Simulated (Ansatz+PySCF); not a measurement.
# doublet C₂H₄Cl: levels of theory in one basis

```xyz
7

C     0.0144    0.0000   -0.9057
C    -0.2534    0.0000    0.5246
Cl    1.3345    0.0000    1.4722
H     0.2060    0.9290   -1.4272
H     0.2060   -0.9290   -1.4272
H    -0.7537    0.8960    0.8816
H    -0.7537   -0.8960    0.8816
```

Basis set: cc-pVTZ on H, C; cc-pV(T+d)Z on Cl (spherical functions). Correlated methods keep 7 orbitals frozen. Correlation on ROHF uses semicanonical orbitals with singles. Charge 0, multiplicity 2.

Computed with Ansatz (development build ahead of 0.2.0) and PySCF 2.14.0; each method stands on the lowest determinant of its kind that the runs found.

```csv
method,E − E(ROHF) (eV),<S²> of the determinant
ROHF,0.00,0.75
UHF,-0.14,0.77
ROHF-MP2,-13.98,–
UHF-MP2,-13.96,0.77
```

**Question.** What does ROHF-CCSD(T) give on the same scale?

**Answer.** -15.71 eV.
